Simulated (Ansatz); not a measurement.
**BH₄NaSi: single points off equilibrium**

The task here is to estimate one member of a computed series from the others.

Computed with Ansatz 0.2.0, Gaussian basis. Level: single points in def2-TZVPP.

Correlated methods freeze the cores. The outer core shell of Li, Na, Mg and K is correlated.

### The system as given

7 atoms, charge 0, spin multiplicity 1.

Atoms are counted from 1 here; the program's logs count them from 0.

Bond lengths: Na1–B2 2.398 Å, B2–Si3 2.022 Å, B2–H4 1.217 Å, Si3–H5 1.530 Å, Si3–H6 1.469 Å, Si3–H7 1.481 Å. Angles: Na1–B2–Si3 118.4°, Na1–B2–H4 113.5°, Si3–B2–H4 124.8°, B2–Si3–H5 101.2°, B2–Si3–H6 110.7°, B2–Si3–H7 122.6°, H5–Si3–H6 103.9°, H5–Si3–H7 109.9°, H6–Si3–H7 107.0°.

Geometry (Å):

```
Na   -2.86605   -1.00090   -0.23816
B    -0.50846   -1.11214    0.18625
Si    0.58093    0.58235    0.01195
H    -0.05490   -2.23986    0.11886
H     0.16263    1.06167   -1.37996
H     0.06827    1.62410    0.91165
H     2.05743    0.59683    0.12867
```

The first run:

Input file run/in.yaml:

```yaml
crystal:
  periodic: [false, false, false]
  atoms:
    - {symbol: Na, position_ang: [-2.866047, -1.000904, -0.238161]}
    - {symbol: B, position_ang: [-0.508457, -1.112140, 0.186247]}
    - {symbol: Si, position_ang: [0.580927, 0.582349, 0.011950]}
    - {symbol: H, position_ang: [-0.054904, -2.239857, 0.118856]}
    - {symbol: H, position_ang: [0.162632, 1.061674, -1.379959]}
    - {symbol: H, position_ang: [0.068270, 1.624097, 0.911648]}
    - {symbol: H, position_ang: [2.057433, 0.596825, 0.128670]}
basis:
  gaussian: {orbitals: def2-TZVPP}
hamiltonian: {xc: pbe, dispersion: d4}
output: {forces: true}
```

On the command line:

```sh
ansatz run in.yaml --threads 2 --pin off --events-out ev --progress --plain --max-ram 3481MiB
```

Steps of the session up to this table: PBE-D4/def2-TZVPP; r2SCAN-D4/def2-TZVPP; PBE0-D4/def2-TZVPP; wB97M-V/def2-TZVPP; CCSD(T)/def2-TZVPP.

One table of the session follows, with a row left open; its other results are not shown here.

| method | RMS force component (eV/Å) | angle to CCSD(T) forces (°) | dipole (D) |
| --- | --- | --- | --- |
| PBE-D4 | 0.339 | 23.8 | 5.36 |
| r2SCAN-D4 | 0.339 | 15.3 | 6.04 |
| PBE0-D4 | 0.328 | 13.2 | 5.95 |
| wB97M-V | ? | ? | ? |
| CCSD(T) | 0.294 | reference | 6.22 |

**Question.** Estimate the row for wB97M-V.

The run gave: RMS force component (eV/Å): 0.317; angle to CCSD(T) forces (°): 10.4; dipole (D): 6.28. In the column «RMS force component (eV/Å)» it lies between CCSD(T) (0.294) and PBE0-D4 (0.328).
